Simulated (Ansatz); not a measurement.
## Redistribution: C5H10O + C3H4S → C5H10S + C3H4O

Species: C5H10O (cyclopentanol) `OC1CCCC1`, singlet; C3H4S (2-propyne-1-thiol) `C#CCS`, singlet; C5H10S `SC1CCCC1`, singlet; C3H4O (propargyl alcohol) `C#CCO`, singlet. The partners trade OH for SH; both sit on C, so the bond types are kept.

Shapes, held fixed at every level: PBE0-D4/def2-TZVP. Flexible molecules stand in one conformer, not always the lowest. Programs: Ansatz 0.2.0. The zero-point and thermal change to 298 K, harmonic and unscaled (PBE0-D4/def2-TZVP), is +1.3 kJ/mol.

| level | kind | ΔH(298 K) (kJ/mol) | less CCSD(T)/CBS estimate |
| --- | --- | --- | --- |
| SPW92/def2-TZVPP | LDA | +5.2 | +2.5 |
| BHLYP-D4/def2-TZVPP | global hybrid | +2.5 | -0.2 |
| PBE0-D4/def2-TZVPP | global hybrid | +2.3 | -0.4 |
| wB97X-V/def2-TZVPP | range-separated hybrid | +3.2 | +0.5 |
| CCSD/def2-SVP | coupled cluster or CI | 0.0 | -2.7 |
| CCSD/def2-TZVPP | coupled cluster or CI | +2.8 | +0.1 |
| CCSD(T)/CBS estimate | coupled cluster or CI | +2.7 | 0.0 |

The highest level, CCSD(T)/CBS estimate, gives ΔH(298 K) = +2.7 kJ/mol; the levels span 0.0 to +5.2. That is about zero within the method's error. They disagree on the sign: 6 of 7 are positive. The column of differences is taken from that level and isn't an error. No measured value is set beside it here. The CBS estimate extrapolates MP2 from def2-TZVPP and def2-QZVPP and adds CCSD(T) − MP2 in the triple-zeta set, cores frozen.
